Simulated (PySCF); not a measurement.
Species: C3H8O2.
Numbering: `[CH3:1][O:2][CH2:3][O:4][CH3:5]` (hydrogens: H6, H7, H8 on C1; H9, H10 on C3; H11, H12, H13 on C5)

The same species was optimised twice, with GFN2-xTB and with PBE0-D3(BJ)/def2-SVP (PySCF), and the same property calculations (PySCF, gas phase) were run on both structures.

```
     coordinate  GFN2-xTB  PBE0-D3(BJ)/def2-SVP  change
      C1–H6 (Å)     1.096                 1.108  +0.012
      C1–O2 (Å)     1.413                 1.402  -0.011
     C5–H11 (Å)     1.096                 1.107  +0.011
      O4–C5 (Å)     1.413                 1.402  -0.011
     C5–H13 (Å)     1.088                 1.098  +0.010
      C1–H7 (Å)     1.088                 1.098  +0.010
     C5–H12 (Å)     1.094                 1.104  +0.010
      C1–H8 (Å)     1.094                 1.103  +0.009
      O2–C3 (Å)     1.394                 1.387  -0.007
      C3–O4 (Å)     1.394                 1.387  -0.007
     C3–H10 (Å)     1.101                 1.107  +0.006
      C3–H9 (Å)     1.101                 1.107  +0.006
  O4–C5–H13 (°)     106.4                 107.7    +1.3
   O2–C1–H7 (°)     106.4                 107.7    +1.3
   H6–C1–H7 (°)     109.8                 108.6    -1.2
 H11–C5–H13 (°)     109.8                 108.7    -1.1
   O2–C1–H6 (°)     110.6                 111.4    +0.8
 H12–C5–H13 (°)     109.9                 109.0    -0.9
   H6–C1–H8 (°)     108.9                 108.0    -0.9
 H11–C5–H12 (°)     108.9                 108.0    -0.9
C1–O2–C3–O4 (°)       -67                   -67       0
O2–C3–O4–C5 (°)       -68                   -67      +1
```

Rotational constants: A = 10475, B = 3251, C = 3055 MHz (GFN2-xTB) against A = 10405, B = 3317, C = 3100 MHz (PBE0-D3(BJ)/def2-SVP). Point groups within 0.08 Å: C2 and C2.

On the GFN2-xTB structure: lowest singlet, TDDFT (eV) 7.72 [CAM-B3LYP/def2-SVPD]; lowest triplet, Tamm–Dancoff (eV) 7.58 [CAM-B3LYP/def2-SVPD]; isotropic polarisability (au) 48.5 [CAM-B3LYP/def2-SVPD]; HOMO (eV) -9.41 [CAM-B3LYP/def2-SVPD]; LUMO (eV) 1.35 [CAM-B3LYP/def2-SVPD]; dipole (D) 0.25 [CAM-B3LYP/def2-SVPD]; HOMO (eV) -7.78 [PBE0/pcSseg-1]; LUMO (eV) 1.68 [PBE0/pcSseg-1]; dipole (D) 0.29 [PBE0/pcSseg-1]; GIAO shielding of C1/C5 (mean) (ppm) 130.2 [PBE0/pcSseg-1]; GIAO shielding of O2/O4 (mean) (ppm) 288.9 [PBE0/pcSseg-1]; GIAO shielding of C3 (ppm) 85.5 [PBE0/pcSseg-1].

Problem. What do these properties become on the PBE0-D3(BJ)/def2-SVP structure?

Solution. 
```csv
property,level,on GFN2-xTB,on PBE0-D3(BJ)/def2-SVP,change
"lowest singlet, TDDFT (eV)",CAM-B3LYP/def2-SVPD,7.72,7.73,+0.01
"lowest triplet, Tamm–Dancoff (eV)",CAM-B3LYP/def2-SVPD,7.58,7.58,0.00
isotropic polarisability (au),CAM-B3LYP/def2-SVPD,48.5,48.9,+0.4
HOMO (eV),CAM-B3LYP/def2-SVPD,-9.41,-9.43,-0.02
LUMO (eV),CAM-B3LYP/def2-SVPD,1.35,1.34,-0.01
dipole (D),CAM-B3LYP/def2-SVPD,0.25,0.25,0.00
"energy, GFN2-xTB geometry as zero (kcal/mol)",CAM-B3LYP/def2-SVPD,0.0,0.0,0.0
HOMO (eV),PBE0/pcSseg-1,-7.78,-7.81,-0.03
LUMO (eV),PBE0/pcSseg-1,1.68,1.65,-0.03
dipole (D),PBE0/pcSseg-1,0.29,0.29,0.00
"energy, GFN2-xTB geometry as zero (kcal/mol)",PBE0/pcSseg-1,0.0,0.1,+0.1
GIAO shielding of C1/C5 (mean) (ppm),PBE0/pcSseg-1,130.2,130.0,-0.2
GIAO shielding of O2/O4 (mean) (ppm),PBE0/pcSseg-1,288.9,291.8,+2.9
GIAO shielding of C3 (ppm),PBE0/pcSseg-1,85.5,86.3,+0.8
```

The heavy atoms differ by 0.018 Å rms after alignment. Among all bonds C1–O2, C1–H6, O4–C5 and C5–H11 change most and about equally (-0.011 to +0.012 Å). Changes are differences of the printed values. Neither structure is proved a minimum here.

Shape of the structure used: `[CH3:1][O:2][CH2:3][O:4][CH3:5]`: C1–O2–C3–O4 -67°, O2–C3–O4–C5 -67°.
